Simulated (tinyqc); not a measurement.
Inside a calculation (part 1 of 2). Method: G0W0 on RHF in the sto-3g basis, for H2O, spin multiplicity 1. Computed by tinyqc, a small Python program that keeps every step (integrals from PySCF). Settings: charge = 0, multiplicity = 1, basis = sto-3g, method = RHF, energy threshold = 1e-10, iteration cap = 53, orthogonalisation = canonical, start = core, DIIS depth = 6. Command: `OMP_NUM_THREADS=1 python tinyqc.py 29103 29104 out.jsonl` (the two numbers bound the seeds that draw the settings). One thread of a shared host (Intel(R) Xeon(R) Processor @ 2.60GHz), about 0.06 s of CPU time with the checks. The early iterations of the SCF are left out here.

## One-electron integrals

Geometry (angstrom):
```
atom       x        y       z
O     0.0000   0.0000  0.0000
H     0.0000   0.6800  0.6470
H     0.0000  -0.7330  0.6970
```

Basis sto-3g: exponents (1/bohr^2) and contraction coefficients of normalised primitives:
```
element  l (shell)  exponent  coefficient
O            s (1)  130.7093       0.1543
O            s (1)   23.8089       0.5353
O            s (1)    6.4436       0.4446
O            s (2)    5.0332      -0.1000
O            s (2)    1.1696       0.3995
O            s (2)    0.3804       0.7001
O            p (3)    5.0332       0.1559
O            p (3)    1.1696       0.6077
O            p (3)    0.3804       0.3920
H            s (1)    3.4253       0.1543
H            s (1)    0.6239       0.5353
H            s (1)    0.1689       0.4446
```

Overlap, kinetic and nuclear-attraction integrals over the contracted functions; the nuclear repulsion is the sum of Za Zb / Rab.

nuclear repulsion = 9.069882 hartree

overlap S, order 1O 1s, 1O 2s, 1O 2px, 1O 2py, 1O 2pz, 2H 1s, 3H 1s:
```
[[1.0000, 0.2367, 0.0000, 0.0000, 0.0000, 0.0564, 0.0474],
 [0.2367, 1.0000, 0.0000, 0.0000, 0.0000, 0.4871, 0.4399],
 [0.0000, 0.0000, 1.0000, 0.0000, 0.0000, 0.0000, 0.0000],
 [0.0000, 0.0000, 0.0000, 1.0000, 0.0000, 0.2897, -0.2710],
 [0.0000, 0.0000, 0.0000, 0.0000, 1.0000, 0.2756, 0.2577],
 [0.0564, 0.4871, 0.0000, 0.2897, 0.2756, 1.0000, 0.2900],
 [0.0474, 0.4399, 0.0000, -0.2710, 0.2577, 0.2900, 1.0000]]
```

kinetic energy T (hartree), order 1O 1s, 1O 2s, 1O 2px, 1O 2py, 1O 2pz, 2H 1s, 3H 1s:
```
[[29.0032, -0.1680, 0.0000, 0.0000, 0.0000, -0.0011, -0.0057],
 [-0.1680, 0.8081, 0.0000, 0.0000, 0.0000, 0.1377, 0.1041],
 [0.0000, 0.0000, 2.5287, 0.0000, 0.0000, 0.0000, 0.0000],
 [0.0000, 0.0000, 0.0000, 2.5287, 0.0000, 0.2165, -0.1770],
 [0.0000, 0.0000, 0.0000, 0.0000, 2.5287, 0.2060, 0.1683],
 [-0.0011, 0.1377, 0.0000, 0.2165, 0.2060, 0.7600, 0.0181],
 [-0.0057, 0.1041, 0.0000, -0.1770, 0.1683, 0.0181, 0.7600]]
```

nuclear attraction V (hartree), order 1O 1s, 1O 2s, 1O 2px, 1O 2py, 1O 2pz, 2H 1s, 3H 1s:
```
[[-61.7054, -7.4404, 0.0000, -0.0016, -0.0207, -1.8263, -1.5315],
 [-7.4404, -10.1256, 0.0000, -0.0160, -0.2447, -3.9998, -3.5307],
 [0.0000, 0.0000, -9.9721, 0.0000, 0.0000, 0.0000, 0.0000],
 [-0.0016, -0.0160, 0.0000, -10.0985, -0.0102, -2.1168, 1.9172],
 [-0.0207, -0.2447, 0.0000, -0.0102, -10.0864, -2.1029, -1.9094],
 [-1.8263, -3.9998, 0.0000, -2.1168, -2.1029, -5.9326, -1.8117],
 [-1.5315, -3.5307, 0.0000, 1.9172, -1.9094, -1.8117, -5.6611]]
```

core Hamiltonian H = T + V (hartree), order 1O 1s, 1O 2s, 1O 2px, 1O 2py, 1O 2pz, 2H 1s, 3H 1s:
```
[[-32.7022, -7.6084, 0.0000, -0.0016, -0.0207, -1.8274, -1.5372],
 [-7.6084, -9.3175, 0.0000, -0.0160, -0.2447, -3.8621, -3.4266],
 [0.0000, 0.0000, -7.4434, 0.0000, 0.0000, 0.0000, 0.0000],
 [-0.0016, -0.0160, 0.0000, -7.5697, -0.0102, -1.9004, 1.7402],
 [-0.0207, -0.2447, 0.0000, -0.0102, -7.5577, -1.8969, -1.7411],
 [-1.8274, -3.8621, 0.0000, -1.9004, -1.8969, -5.1725, -1.7936],
 [-1.5372, -3.4266, 0.0000, 1.7402, -1.7411, -1.7936, -4.9011]]
```

## Two-electron integrals

Functions are numbered as in S; the eight-fold symmetry (ij|kl) = (ji|kl) = (kl|ij) leaves the list below.

Two-electron integrals (ij|kl) in chemists' order, unique and non-zero (hartree):
```
(11|11) 4.7851      (21|11) 0.7414      (21|21) 0.1369      (22|11) 1.1189
(22|21) 0.2566      (22|22) 0.8172      (31|31) 0.0245      (32|31) 0.0378
(32|32) 0.1805      (33|11) 1.1158      (33|21) 0.2567      (33|22) 0.8170
(33|33) 0.8802      (41|41) 0.0245      (42|41) 0.0378      (42|42) 0.1805
(43|43) 0.0474      (44|11) 1.1158      (44|21) 0.2567      (44|22) 0.8170
(44|33) 0.7853      (44|44) 0.8802      (51|51) 0.0245      (52|51) 0.0378
(52|52) 0.1805      (53|53) 0.0474      (54|54) 0.0474      (55|11) 1.1158
(55|21) 0.2567      (55|22) 0.8170      (55|33) 0.7853      (55|44) 0.7853
(55|55) 0.8802      (61|11) 0.1796      (61|21) 0.0329      (61|22) 0.0611
(61|33) 0.0610      (61|41) 0.0011      (61|42) 0.0020      (61|44) 0.0612
(61|51) 0.0010      (61|52) 0.0019      (61|54) 1.76e-04    (61|55) 0.0612
(61|61) 0.0080      (62|11) 0.4167      (62|21) 0.0967      (62|22) 0.3385
(62|33) 0.3329      (62|41) 0.0052      (62|42) 0.0391      (62|44) 0.3415
(62|51) 0.0050      (62|52) 0.0372      (62|54) 0.0082      (62|55) 0.3407
(62|61) 0.0236      (62|62) 0.1705      (63|31) 0.0104      (63|32) 0.0594
(63|43) 0.0082      (63|53) 0.0078      (63|63) 0.0249      (64|11) 0.2110
(64|21) 0.0496      (64|22) 0.1856      (64|33) 0.1771      (64|41) 0.0127
(64|42) 0.0799      (64|44) 0.1982      (64|51) 0.0023      (64|52) 0.0195
(64|54) 0.0123      (64|55) 0.1813      (64|61) 0.0127      (64|62) 0.1135
(64|64) 0.0997      (65|11) 0.2008      (65|21) 0.0472      (65|22) 0.1766
(65|33) 0.1685      (65|41) 0.0023      (65|42) 0.0195      (65|44) 0.1729
(65|51) 0.0125      (65|52) 0.0779      (65|54) 0.0124      (65|55) 0.1881
(65|61) 0.0121      (65|62) 0.1080      (65|64) 0.0711      (65|65) 0.0926
(66|11) 0.5409      (66|21) 0.1275      (66|22) 0.5100      (66|33) 0.4892
(66|41) 0.0093      (66|42) 0.0946      (66|44) 0.5216      (66|51) 0.0089
(66|52) 0.0900      (66|54) 0.0308      (66|55) 0.5186      (66|61) 0.0315
(66|62) 0.3165      (66|64) 0.2408      (66|65) 0.2292      (66|66) 0.7746
(71|11) 0.1507      (71|21) 0.0276      (71|22) 0.0514      (71|33) 0.0513
(71|41) -0.0009     (71|42) -0.0017     (71|44) 0.0515      (71|51) 0.0009
(71|52) 0.0016      (71|54) -1.52e-04   (71|55) 0.0515      (71|61) 0.0066
(71|62) 0.0193      (71|64) 0.0094      (71|65) 0.0099      (71|66) 0.0255
(71|71) 0.0056      (72|11) 0.3672      (72|21) 0.0853      (72|22) 0.3007
(72|33) 0.2956      (72|41) -0.0046     (72|42) -0.0355     (72|44) 0.3035
(72|51) 0.0044      (72|52) 0.0337      (72|54) -0.0075     (72|55) 0.3027
(72|61) 0.0203      (72|62) 0.1280      (72|64) 0.0578      (72|65) 0.0795
(72|66) 0.2018      (72|71) 0.0175      (72|72) 0.1371      (73|31) 0.0089
(73|32) 0.0519      (73|43) -0.0074     (73|53) 0.0070      (73|63) 0.0180
(73|73) 0.0195      (74|11) -0.1918     (74|21) -0.0451     (74|22) -0.1699
(74|33) -0.1622     (74|41) 0.0111      (74|42) 0.0709      (74|44) -0.1812
(74|51) -0.0020     (74|52) -0.0180     (74|54) 0.0111      (74|55) -0.1661
(74|61) -0.0102     (74|62) -0.0604     (74|64) -0.0096     (74|65) -0.0366
(74|66) -0.0828     (74|71) -0.0097     (74|72) -0.0941     (74|74) 0.0833
(75|11) 0.1824      (75|21) 0.0429      (75|22) 0.1615      (75|33) 0.1542
(75|41) -0.0020     (75|42) -0.0180     (75|44) 0.1583      (75|51) 0.0109
(75|52) 0.0691      (75|54) -0.0113     (75|55) 0.1719      (75|61) 0.0107
(75|62) 0.0811      (75|64) 0.0358      (75|65) 0.0676      (75|66) 0.1409
(75|71) 0.0092      (75|72) 0.0894      (75|74) -0.0607     (75|75) 0.0772
(76|11) 0.1772      (76|21) 0.0416      (76|22) 0.1595      (76|33) 0.1554
(76|41) -5.80e-05   (76|42) -0.0007     (76|44) 0.1580      (76|51) 0.0033
(76|52) 0.0301      (76|54) -2.08e-04   (76|55) 0.1649      (76|61) 0.0101
(76|62) 0.0816      (76|64) 0.0462      (76|65) 0.0583      (76|66) 0.1594
(76|71) 0.0085      (76|72) 0.0742      (76|74) -0.0440     (76|75) 0.0542
(76|76) 0.0487      (77|11) 0.5072      (77|21) 0.1197      (77|22) 0.4841
(77|33) 0.4646      (77|41) -0.0084     (77|42) -0.0888     (77|44) 0.4951
(77|51) 0.0080      (77|52) 0.0845      (77|54) -0.0290     (77|55) 0.4922
(77|61) 0.0285      (77|62) 0.2157      (77|64) 0.0846      (77|65) 0.1474
(77|66) 0.3644      (77|71) 0.0248      (77|72) 0.2779      (77|74) -0.2177
(77|75) 0.2070      (77|76) 0.1594      (77|77) 0.7746
```

## Orthogonalisation

S = U s U^T; canonical form X = U s^(-1/2), so that X^T S X = 1. Each column of U has its largest component positive (the first on a tie).

eigenvalues of S: [0.3464, 0.4405, 0.8773, 1.0000, 1.1056, 1.2766, 1.9535]

X, order 1O 1s, 1O 2s, 1O 2px, 1O 2py, 1O 2pz, 2H 1s, 3H 1s:
```
[[-0.2896, 0.1002, 0.7532, 0.0000, 0.6235, -0.0004, 0.1411],
 [1.1173, -0.2891, -0.3249, 0.0000, 0.3316, -0.0054, 0.4025],
 [0.0000, 0.0000, 0.0000, 1.0000, 0.0000, 0.0000, 0.0000],
 [0.2698, 0.8294, -0.0022, 0.0000, -0.0172, 0.7250, 0.0151],
 [0.5784, -0.1558, 0.6497, 0.0000, -0.6131, -0.0149, 0.2113],
 [-0.9903, -0.6426, -0.1442, 0.0000, -0.1207, 0.3385, 0.3904],
 [-0.4077, 1.0254, -0.1551, 0.0000, -0.1223, -0.3780, 0.3643]]
```

## Iteration 9 (converged): orbitals

converged F (hartree), order 1O 1s, 1O 2s, 1O 2px, 1O 2py, 1O 2pz, 2H 1s, 3H 1s:
```
[[-20.2482, -5.1651, 0.0000, -0.0016, -0.0295, -1.2496, -1.0526],
 [-5.1651, -2.4496, 0.0000, -0.0180, -0.1329, -1.0609, -0.9420],
 [0.0000, 0.0000, -0.3978, 0.0000, 0.0000, 0.0000, 0.0000],
 [-0.0016, -0.0180, 0.0000, -0.2995, -0.0205, -0.3757, 0.3539],
 [-0.0295, -0.1329, 0.0000, -0.0205, -0.3521, -0.4158, -0.3937],
 [-1.2496, -1.0609, 0.0000, -0.3757, -0.4158, -0.6172, -0.4272],
 [-1.0526, -0.9420, 0.0000, 0.3539, -0.3937, -0.4272, -0.5221]]
```

Diagonalise F' = X^T F X, C = X C', fill 5 alpha and 5 beta electrons from the bottom; D = 2 C_occ C_occ^T. Each column has its largest component positive (the first on a tie).

F' = X^T F X (hartree):
```
[[0.2563, 0.1971, 1.5132, 0.0000, 1.0603, 0.0426, 0.1026],
 [0.1971, 0.5924, -0.6468, 0.0000, -0.5193, 0.1310, -0.1037],
 [1.5132, -0.6468, -8.9035, 0.0000, -9.0042, 0.0022, -3.5444],
 [0.0000, 0.0000, 0.0000, -0.3978, 0.0000, 0.0000, 0.0000],
 [1.0603, -0.5193, -9.0042, 0.0000, -9.9739, 0.0132, -3.9356],
 [0.0426, 0.1310, 0.0022, 0.0000, 0.0132, -0.5716, -0.0088],
 [0.1026, -0.1037, -3.5444, 0.0000, -3.9356, -0.0088, -2.6976]]
```

orbital energies (hartree): [-20.2569, -1.2736, -0.5875, -0.4773, -0.3978, 0.5900, 0.7074]

coefficients C, order 1O 1s, 1O 2s, 1O 2px, 1O 2py, 1O 2pz, 2H 1s, 3H 1s:
```
[[0.9942, -0.2323, 0.0141, 0.1087, 0.0000, 0.1147, 0.0488],
 [0.0261, 0.8353, -0.0765, -0.5605, 0.0000, -0.7533, -0.3515],
 [0.0000, 0.0000, 0.0000, 0.0000, 1.0000, 0.0000, 0.0000],
 [0.0005, 0.0179, 0.6251, -0.0411, 0.0000, 0.3234, -0.8886],
 [0.0045, 0.1355, 0.0532, 0.7345, 0.0000, -0.7437, -0.2964],
 [-0.0061, 0.1700, 0.4587, 0.2614, 0.0000, 0.4450, 1.0910],
 [-0.0052, 0.1423, -0.4418, 0.3319, 0.0000, 0.9773, -0.5014]]
```

D after iteration 9, order 1O 1s, 1O 2s, 1O 2px, 1O 2py, 1O 2pz, 2H 1s, 3H 1s:
```
[[2.1088, -0.4603, 0.0000, 0.0013, 0.1071, -0.0215, -0.0167],
 [-0.4603, 2.0369, 0.0000, -0.0197, -0.6049, -0.0796, -0.0670],
 [0.0000, 0.0000, 2.0000, 0.0000, 0.0000, 0.0000, 0.0000],
 [0.0013, -0.0197, 0.0000, 0.7855, 0.0110, 0.5580, -0.5746],
 [0.1071, -0.6049, 0.0000, 0.0110, 1.1214, 0.4789, 0.4790],
 [-0.0215, -0.0796, 0.0000, 0.5580, 0.4789, 0.6154, -0.1834],
 [-0.0167, -0.0670, 0.0000, -0.5746, 0.4790, -0.1834, 0.6513]]
```

## Convergence

Stop when the energy changes by less than 1e-10 hartree and every element of the error matrix X^T (F D S - S D F) X is below 3e-06.

Course of the cycle:
```
iteration  E (hartree)     change  largest element of the error matrix
1           -73.220149          -                             9.67e-01
2           -74.918406  -1.70e+00                             2.18e-01
3           -74.957830  -3.94e-02                             3.52e-02
4           -74.959188  -1.36e-03                             5.11e-03
5           -74.959235  -4.70e-05                             1.41e-03
6           -74.959240  -4.45e-06                             1.52e-04
7           -74.959240  -4.69e-08                             1.24e-05
8           -74.959240  -1.40e-10                             4.41e-07
9           -74.959240  -2.27e-13                             1.27e-07
```

PySCF RHF in the same basis = -74.959240 hartree

Converged in 9 iterations.

## Integrals over molecular orbitals

(pq|rs) = sum C_ip C_jq C_kr C_ls (ij|kl), one index at a time.

one-electron integrals over orbitals h = C^T H C (hartree):
```
[[-32.6848, 0.5550, -0.0332, -0.2491, 0.0000, -0.2620, -0.1114],
 [0.5550, -7.6670, 0.0256, 0.4632, 0.0000, 1.2525, 0.5446],
 [-0.0332, 0.0256, -6.3658, -0.1091, 0.0000, -0.5816, 1.5622],
 [-0.2491, 0.4632, -0.1091, -6.8750, 0.0000, 1.1298, 0.2664],
 [0.0000, 0.0000, 0.0000, 0.0000, -7.4434, 0.0000, 0.0000],
 [-0.2620, 1.2525, -0.5816, 1.1298, 0.0000, -5.4552, 0.0319],
 [-0.1114, 0.5446, 1.5622, 0.2664, 0.0000, 0.0319, -5.5216]]
```

Two-electron integrals over orbitals (pq|rs), unique and non-zero (hartree):
```
(11|11) 4.7450      (21|11) -0.4158     (21|21) 0.0580      (22|11) 1.0041
(22|21) -0.0127     (22|22) 0.7316      (31|11) 0.0254      (31|21) -0.0029
(31|22) 0.0028      (31|31) 0.0118      (32|11) -0.0110     (32|21) 0.0015
(32|22) 0.0107      (32|31) 0.0181      (32|32) 0.1414      (33|11) 0.8100
(33|21) -0.0047     (33|22) 0.6486      (33|31) -0.0009     (33|32) -0.0039
(33|33) 0.6353      (41|11) 0.1935      (41|21) -0.0238     (41|22) 0.0164
(41|31) 0.0020      (41|32) 5.95e-05    (41|33) 0.0067      (41|41) 0.0275
(42|11) -0.1397     (42|21) 0.0095      (42|22) 0.0015      (42|31) -1.20e-04
(42|32) 0.0011      (42|33) 0.0040      (42|41) 0.0169      (42|42) 0.1227
(43|11) 0.0261      (43|21) -0.0012     (43|22) 0.0079      (43|31) -0.0041
(43|32) 0.0171      (43|33) 0.0062      (43|41) -0.0014     (43|42) -0.0125
(43|43) 0.0511      (44|11) 0.9736      (44|21) -0.0132     (44|22) 0.6643
(44|31) -9.12e-06   (44|32) -0.0106     (44|33) 0.5968      (44|41) -0.0101
(44|42) -0.0997     (44|43) 0.0128      (44|44) 0.7549      (51|51) 0.0260
(52|51) 0.0324      (52|52) 0.1439      (53|51) -0.0019     (53|52) -0.0064
(53|53) 0.0296      (54|51) -0.0141     (54|52) -0.0495     (54|53) 0.0040
(54|54) 0.0560      (55|11) 1.1153      (55|21) -0.0117     (55|22) 0.7469
(55|31) 0.0007      (55|32) -0.0055     (55|33) 0.6330      (55|41) 0.0054
(55|42) -0.0749     (55|43) 0.0146      (55|44) 0.7152      (55|55) 0.8802
(61|11) 0.2061      (61|21) -0.0313     (61|22) -3.67e-04   (61|31) 0.0060
(61|32) 0.0062      (61|33) -0.0013     (61|41) -4.50e-04   (61|42) -0.0201
(61|43) 1.39e-04    (61|44) 0.0183      (61|55) 0.0054      (61|61) 0.0291
(62|11) -0.2767     (62|21) 0.0055      (62|22) -0.1323     (62|31) 0.0035
(62|32) 0.0166      (62|33) -0.0772     (62|41) -0.0180     (62|42) -0.0215
(62|43) -0.0128     (62|44) -0.0684     (62|55) -0.1431     (62|61) 0.0104
(62|62) 0.0961      (63|11) 0.1226      (63|21) -0.0026     (63|22) 0.0506
(63|31) -0.0037     (63|32) 0.0243      (63|33) 0.0350      (63|41) 0.0005
(63|42) -0.0269     (63|43) 0.0291      (63|44) 0.0441      (63|55) 0.0664
(63|61) 2.90e-04    (63|62) -0.0342     (63|63) 0.0730      (64|11) -0.2311
(64|21) 0.0028      (64|22) -0.0983     (64|31) -0.0033     (64|32) -0.0260
(64|33) -0.0460     (64|41) 6.01e-05    (64|42) 0.0480      (64|43) -0.0119
(64|44) -0.1240     (64|55) -0.1242     (64|61) -0.0038     (64|62) 0.0495
(64|63) -0.0462     (64|64) 0.0872      (65|51) -0.0136     (65|52) -0.0515
(65|53) 0.0100      (65|54) -0.0005     (65|65) 0.0358      (66|11) 0.8227
(66|21) -0.0074     (66|22) 0.6177      (66|31) -0.0040     (66|32) -0.0558
(66|33) 0.5784      (66|41) 0.0188      (66|42) 0.0480      (66|43) -0.0322
(66|44) 0.5660      (66|55) 0.5982      (66|61) -0.0098     (66|62) -0.0901
(66|63) -0.0160     (66|64) -0.0277     (66|66) 0.6434      (71|11) 0.0882
(71|21) -0.0138     (71|22) -0.0014     (71|31) -0.0137     (71|32) -0.0213
(71|33) 0.0018      (71|41) 0.0014      (71|42) -0.0062     (71|43) 0.0058
(71|44) 0.0065      (71|55) 0.0022      (71|61) 0.0045      (71|62) -0.0029
(71|63) 0.0049      (71|64) 0.0031      (71|66) 0.0040      (71|71) 0.0218
(72|11) -0.1230     (72|21) 0.0023      (72|22) -0.0570     (72|31) -0.0134
(72|32) -0.0350     (72|33) -0.0249     (72|41) -0.0059     (72|42) 3.97e-04
(72|43) 0.0341      (72|44) -0.0379     (72|55) -0.0623     (72|61) -0.0031
(72|62) 0.0160      (72|63) 0.0215      (72|64) 0.0252      (72|66) -0.0444
(72|71) 0.0159      (72|72) 0.0689      (73|11) -0.3355     (73|21) 0.0070
(73|22) -0.1226     (73|31) -4.67e-04   (73|32) 0.0223      (73|33) -0.0843
(73|41) 0.0010      (73|42) 0.0780      (73|43) -0.0017     (73|44) -0.1412
(73|55) -0.1756     (73|61) -0.0065     (73|62) 0.0600      (73|63) -0.0288
(73|64) 0.0734      (73|66) -0.0544     (73|71) -0.0022     (73|72) 0.0393
(73|73) 0.1462      (74|11) -0.0547     (74|21) 0.0007      (74|22) -0.0178
(74|31) 0.0095      (74|32) 0.0749      (74|33) -0.0149     (74|41) -0.0009
(74|42) 0.0051      (74|43) -0.0021     (74|44) -0.0325     (74|55) -0.0283
(74|61) 0.0042      (74|62) 0.0210      (74|63) 0.0290      (74|64) -0.0062
(74|66) -0.0473     (74|71) -0.0115     (74|72) -0.0067     (74|73) 0.0356
(74|74) 0.0676      (75|51) -0.0058     (75|52) -0.0221     (75|53) -0.0211
(75|54) 0.0025      (75|65) 0.0051      (75|75) 0.0255      (76|11) -0.0010
(76|21) 0.0005      (76|22) 0.0092      (76|31) 0.0066      (76|32) 0.0695
(76|33) -0.0093     (76|41) 0.0052      (76|42) 0.0176      (76|43) 0.0362
(76|44) -0.0170     (76|55) -0.0025     (76|61) -0.0015     (76|62) -0.0141
(76|63) 0.0345      (76|64) -0.0214     (76|66) -0.0432     (76|71) -0.0088
(76|72) 0.0069      (76|73) 0.0283      (76|74) 0.0385      (76|76) 0.0706
(77|11) 0.8462      (77|21) -0.0084     (77|22) 0.6260      (77|31) 0.0069
(77|32) 0.0642      (77|33) 0.6052      (77|41) 0.0064      (77|42) -0.0042
(77|43) 0.0336      (77|44) 0.5872      (77|55) 0.6148      (77|61) 0.0047
(77|62) -0.0658     (77|63) 0.0613      (77|64) -0.0575     (77|66) 0.5311
(77|71) -0.0062     (77|72) -0.0200     (77|73) -0.0562     (77|74) 0.0287
(77|76) 0.0453      (77|77) 0.6528
```

## Screening: direct RPA

With D = e_a - e_i and K = (ia|jb): diagonalise D^(1/2) (D + 4K) D^(1/2) = Z w^2 Z^T; X + Y = D^(1/2) Z w^(-1/2), each column of Z with its largest component positive (the first on a tie); E_c = (sum w - tr (D + 2K)) / 2.

D^(1/2) (D + 4K) D^(1/2) (hartree^2), order 1>6, 1>7, 2>6, 2>7, 3>6, 3>7, 4>6, 4>7, 5>6, 5>7:
```
[[437.0213, 0.3730, 0.2592, -0.0787, 0.0057, -0.1353, -0.0715, 0.0836, 0.0000, 0.0000],
 [0.3730, 441.3348, -0.0726, 0.4093, 0.0974, -0.0467, 0.0581, -0.2301, 0.0000, 0.0000],
 [0.2592, -0.0726, 4.1889, 0.1232, -0.2024, 0.3729, 0.2795, 0.1246, 0.0000, 0.0000],
 [-0.0787, 0.4093, 0.1232, 4.4702, 0.1313, 0.2520, 0.1465, -0.0408, 0.0000, 0.0000],
 [0.0057, 0.0974, -0.2024, 0.1313, 1.7302, -0.1422, -0.2073, 0.1368, 0.0000, 0.0000],
 [-0.1353, -0.0467, 0.3729, 0.2520, -0.1422, 2.4340, 0.3450, 0.1765, 0.0000, 0.0000],
 [-0.0715, 0.0581, 0.2795, 0.1465, -0.2073, 0.3450, 1.5114, -0.0281, 0.0000, 0.0000],
 [0.0836, -0.2301, 0.1246, -0.0408, 0.1368, 0.1765, -0.0281, 1.7240, 0.0000, 0.0000],
 [0.0000, 0.0000, 0.0000, 0.0000, 0.0000, 0.0000, 0.0000, 0.0000, 1.1170, 0.0212],
 [0.0000, 0.0000, 0.0000, 0.0000, 0.0000, 0.0000, 0.0000, 0.0000, 0.0212, 1.3341]]
```

excitation energies w (hartree): [1.0559, 1.1512, 1.1559, 1.2331, 1.3824, 1.5669, 2.0559, 2.1491, 20.9043, 21.0087]

X + Y, order 1>6, 1>7, 2>6, 2>7, 3>6, 3>7, 4>6, 4>7, 5>6, 5>7:
```
[[0.0000, 0.0003, 0.0000, -0.0006, -0.0007, 0.0016, -0.0017, -0.0002, 0.9950, 0.0851],
 [0.0000, -0.0007, 0.0000, 0.0017, 0.0011, 0.0008, 0.0022, -0.0021, -0.0856, 0.9953],
 [0.0000, -0.0429, 0.0000, -0.0719, 0.0443, -0.2822, 0.7857, 0.4618, 0.0002, 0.0000],
 [0.0000, -0.0494, 0.0000, 0.0714, -0.0260, -0.1144, -0.5221, 0.8042, -0.0001, 0.0003],
 [0.0000, 0.3692, 0.0000, -0.5965, 0.6209, -0.1502, -0.0801, -0.0099, 0.0000, 0.0001],
 [0.0000, -0.2340, 0.0000, -0.2877, 0.1155, 0.8142, 0.0998, 0.1558, -0.0001, 0.0000],
 [0.0000, 0.8686, 0.0000, 0.1345, -0.2411, 0.2220, 0.0575, 0.0755, 0.0000, 0.0000],
 [0.0000, 0.0431, 0.0000, 0.7075, 0.6250, 0.1174, 0.0394, 0.0150, 0.0001, -0.0001],
 [0.9627, 0.0000, 0.0892, 0.0000, 0.0000, 0.0000, 0.0000, 0.0000, 0.0000, 0.0000],
 [-0.0987, 0.0000, 0.9732, 0.0000, 0.0000, 0.0000, 0.0000, 0.0000, 0.0000, 0.0000]]
```

RPA correlation energy = -0.055916 hartree
